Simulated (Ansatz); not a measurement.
Basis-set series for C$_{4}$H$_{4}$F$_{2}$ (`C=CC=C(F)F`). Charge 0, multiplicity 1. All single points use the PBE0-D4/def2-TZVP geometry. It is one conformer, not always the lowest.

| functional | basis | functions | energy (Eh) | HOMO (eV) | LUMO (eV) |
| --- | --- | --- | --- | --- | --- |
| PBE0-D4 | def2-SVP | 104 | -353.83289 | -6.67 | -0.58 |
| PBE0-D4 | def2-TZVPP | 242 | -354.24516 | -6.75 | -0.72 |
| ωB97M-V | def2-SVP | 104 | -354.07839 | -8.75 | 1.58 |
| ωB97M-V | def2-TZVPP | 242 | -354.50354 | -8.85 | 1.38 |

Question: Give the rows for def2-QZVPP. (Best estimate.)

Answer: Computed: 
| functional | basis | functions | energy (Eh) | HOMO (eV) | LUMO (eV) |
| --- | --- | --- | --- | --- | --- |
| PBE0-D4 | def2-QZVPP | 462 | -354.26350 | -6.78 | -0.77 |
| ωB97M-V | def2-QZVPP | 462 | -354.52080 | -8.87 | 1.30 |

Positive LUMOs are unbound and depend on the basis.
